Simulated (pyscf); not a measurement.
PySCF, gas phase, ωB97X-D3(BJ)/def2-SVP geometries.

Question: `[CH3][CH2][F]` + `[CH3]` [doublet] → `[CH3][CH][CH3]` [doublet] + `[FH]`
Surface: doublet. Broken: C–F, C–H. Formed: C–C, F–H. Give ΔE‡ and ΔE from ωB97M-D3(BJ)/def2-TZVP, relative to the separated reactants.

Answer: ΔE‡ = 1.83 eV, ΔE = -0.52 eV. Zero-point energy shifts the barrier by +0.09 eV. It is a concerted two-bond exchange, with an imaginary mode of 1046i cm⁻¹. On the product side the descent ends in a complex (not fully relaxed), 0.24 eV under the separated species and 2.59 eV under the saddle at ωB97X-D3(BJ)/def2-TZVP. From the product side, H₂C=CH–CH₃ + H• + HF lies, by one bond made or cut, 0.58 eV under this saddle at ωB97M-D3(BJ). One saddle was located; it need not be the lowest between these sides.
